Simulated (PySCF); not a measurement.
Compound: CFN₃O.
Structure used (GFN2-xTB), in Å, numbered top down from 1:
```
atom  x, y, z in Å
F1     1.984    0.026   -0.107
C2     0.692   -0.016   -0.038
N3    -0.107    1.087   -0.099
N4    -1.279    0.677   -0.001
O5    -1.269   -0.666    0.123
N6    -0.018   -1.105    0.100
```

The closed-shell ground state was solved at several levels (PySCF, density fitting, gas phase, non-relativistic).

```
          level  basis functions  total energy (Eh)  HOMO (eV)  LUMO (eV)  gap (eV)  dipole (D)
B3LYP/def2-SVPD              126          -377.0328      -9.67      -2.82      6.85        0.71
  PBE0/pcSseg-1              102          -376.8751      -9.87      -2.49      7.38        0.78
```

Question: What might B3LYP/pcJ-1 (162 basis functions) give for the same quantities?

Answer: Total energy -377.2960 Eh, HOMO -9.62 eV, LUMO -2.73 eV, gap 6.89 eV, dipole 0.77 D.

Question: Over all these levels, which gives the widest orbital gap and which the narrowest?

Answer: PBE0/pcSseg-1 (global hybrid, 25 % exact exchange) has the widest, 7.38 eV, and B3LYP/def2-SVPD (global hybrid, 20 % exact exchange) the narrowest, 6.85 eV. Functional and basis both differ between the two, so the spread mixes both effects.

Question: How far do the dipole and the HOMO energy spread over the levels?

Answer: The dipole runs from 0.71 to 0.78 D (mean 0.75 D) and the HOMO from -9.87 to -9.62 eV.
